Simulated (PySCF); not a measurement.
N2, SMILES N#N, point group D∞h.

Force field and properties: B3LYP/pcSseg-2 (PySCF, grid level 2). Vibrational terms come from second-order perturbation theory with semi-diagonal cubic constants, by steps of ±0.6 along the normal coordinates of each isotopologue. The parent has the commonest isotopes.

Equilibrium geometry (Å):

| atom | x | y | z |
| --- | --- | --- | --- |
| N1 | 0.5505 | -0.0113 | -0.0117 |
| N2 | -0.5395 | 0.0164 | -0.0449 |

**Question.** Give the equilibrium and ground-state rotational constants (MHz) of parent; ¹⁵N at 1; ¹⁵N at 1, ¹⁵N at 2.

**Answer.** 
| species | Be | B0 | harmonic ZPE (cm⁻¹) |
| --- | --- | --- | --- |
| parent | 60655 | 60416 | 1225 |
| ¹⁵N at 1 | 58639 | 58412 | 1204 |
| ¹⁵N at 1, ¹⁵N at 2 | 56623 | 56408 | 1183 |

**Question.** And its quartic centrifugal distortion constants from the harmonic force field?

**Answer.** Linear top: D = 166 kHz.
